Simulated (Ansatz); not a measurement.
A made-up structure of CH$_{3}$OS (charge +1), closed shell:

```
atom    x (Å)    y (Å)    z (Å)
  O1  -0.6256  -0.9211  -0.3506
  C2  -0.0559   0.0088  -0.0782
  S3   0.7061  -0.3985   1.1350
  H4  -1.0505  -0.6114  -1.0696
  H5  -0.0728   1.0471  -0.6341
  H6   1.0986   0.8751   0.9974
```

It is relaxed with PBE-D4/def2-SVP and then PBE0-D4/def2-TZVP (Ansatz 0.2.0). Atoms count as bonded within 1.22 times the sum of their covalent radii (H–H: 0.88 Å). The end point is not checked to be a true minimum.

(1) Does its bonding change? (Judge from chemistry; the calculation decides.)

Answers

(1) The calculation gives: Yes. Formed: none; broken: O1–S3.

Where it ends: The first stage lowers the energy by 4.34 eV in 7 steps. It ends as CH₃OS ([OH][CH][SH]), total charge +1:
O1  (-0.777, -0.969, -0.526)
C2  (-0.069, -0.002, -0.089)
S3  (0.865, -0.245, 1.266)
H4  (-1.297, -0.756, -1.320)
H5  (-0.081, 0.961, -0.601)
H6  (1.358, 1.010, 1.270)
(Å)

Labels in which every atom is bracketed show which atoms are joined, not bond orders.

For scale, one of the runs: PBE0-D4/def2-TZVP relaxation, 117 basis functions, launched by `ansatz run in.yaml --threads 2 --pin off --events-out ev --progress --plain --max-ram 4352MiB`. Hardware: 2 CPU threads of an Intel Xeon Platinum 8259CL, shared host. Wall time about 11 s.
